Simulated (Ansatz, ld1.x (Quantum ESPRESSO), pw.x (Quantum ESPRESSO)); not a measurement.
# From atom to crystal: TM potential for Al

ld1.x (Quantum ESPRESSO) 7.5 input, shortened:

```
&input
   title='Al', zed=13., rel=1, dft='PBESOL', iswitch=3,
   config='[Ne] 3s2 3p1 3d-2'
 /
 &inputp
   pseudotype=2, tm=.true., lloc=-2, rcloc=1.95,
   nlcc=.false.
 /
3
3S  1  0   2.00   0.00  2.00  2.00  0.0
3P  2  1   1.00   0.00  2.90  2.90  0.0
3D  3  2  -2.00  -0.20  2.30  2.30  0.0
 &test
   configts(1)='3s2 3p1'
 /
```

Crystal test: fcc Al in pw.x 7.5, no spin, 14³ k-points, Fermi–Dirac smearing 0.01 Ry, cutoffs 40/160 Ry. The reference is all-electron LAPW (Ansatz 0.2.0) with the same functional, mesh and smearing; V0 and B0 come from Birch–Murnaghan fits to the pressures at five volumes. Errors are pseudo minus all-electron; Δ is the rms difference of the E(V) curves that follow from these fits, minima aligned, over ±6 % about the mean V0. Mesh and smearing are coarse, so the numbers serve the comparison and aren't converged zero-temperature values; the lattice is a test structure that the element need not adopt.

```csv
V (Å³/atom),P all-electron (GPa),P pseudo (GPa)
15.397,4.49,4.26
15.802,2.01,1.83
16.207,-0.16,-0.28
16.612,-2.03,-2.12
17.017,-3.66,-3.72
```

All-electron: a0 = 4.015 Å (V0 = 16.18 Å³/atom), B0 = 81.2 GPa.

Pseudopotential: mean pressure error (GPa): -0.13; a0 (Å): 4.012; a0 error (%): -0.05; B0 error (%): -1.5; Δ (meV/atom): 0.5. The largest radius (2.90 bohr) exceeds half the bond length (2.68 bohr), so the spheres overlap, which is one possible source of error among others.

Question: At the middle volume, how do free energy and pressure move when the wave cutoff is lowered (ecutrho kept at four times it)?

Answer:

```tsv
cutoff (Ry)	shift of F (meV/atom)	shift of P (GPa)
18	+29.1	-0.29
24	+10.6	-0.40
32	+0.8	-0.08
```

The run at the middle volume (104 k-points, 6 iterations) took about 5.1 s on one core of a shared host (Neoverse-V1, 32 threads, 247 GiB, load 26).
